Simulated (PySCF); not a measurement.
PH (triplet state).
Cartesian coordinates in Å at the GFN2-xTB level; atoms count from 1:
```
atom  x, y, z in Å
P1     0.701   -0.003   -0.003
H2    -0.698    0.004   -0.011
```

Identity: `[PH]` [triplet].

Computed, not measured: UKS B3LYP, pcH-1 on H P, non-relativistic, mean-field spin-orbit, GIAO in PySCF 2.14.0. Isolated species at its GFN2-xTB geometry, gas phase. The geometry wasn't refined by DFT: couplings that depend on bond lengths, twists or pyramidal angles can differ widely from those at the functional's own minimum, by a factor of two or more for some ions and for spin on atoms past the first row.

Q: What is the g tensor, term by term?

A: 
```
                    Δg (ppm)     1     2     3
relativistic mass correction  -161  -161  -161
            gauge correction    36    14    14
   orbital Zeeman/spin–orbit     0  4867  4868
                       total  -125  4720  4721
```

So g = 2.00219, 2.00704, 2.00704 and g_iso = 2.00542; the tensor is axial. Axes: g1 lies along the molecular axis. With S = 1 there is also a zero-field splitting, D = +4.90 cm⁻¹, to set against the quantum of 0.317 cm⁻¹ at 9.5 GHz.

Q: What are the electron Larmor frequencies g μB B/h along the three axes at 330 mT?

A: 9.2477, 9.2700, 9.2700 GHz for g1, g2 and g3, a range of 22.4 MHz.

Q: At 9.744 GHz, how far is the centre of the isotropic spectrum from where a free electron (g = 2.002319) resonates, zero-field splitting left aside?

A: B = hν/(g μB) with μB/h = 13.99624 MHz/mT gives 347.69 mT for the free electron and 347.15 mT at g_iso, 0.54 mT lower.

Q: How much does each term add to the isotropic shift?

A: The orbital-Zeeman/spin–orbit term 3245, the mass correction -161 and the gauge correction 21 ppm, for a total of 3105 ppm. The orbital-Zeeman/spin–orbit term is the largest in size. The mass correction is the same along every axis, so the anisotropy comes from the other two: their spans along these axes are 22 (gauge) and 4868 ppm (orbital Zeeman/spin–orbit).

The largest Mulliken spin population is on P1 (+2.05).

The HOMO–LUMO gaps are 7.85 eV among the α and 5.59 eV among the β orbitals.
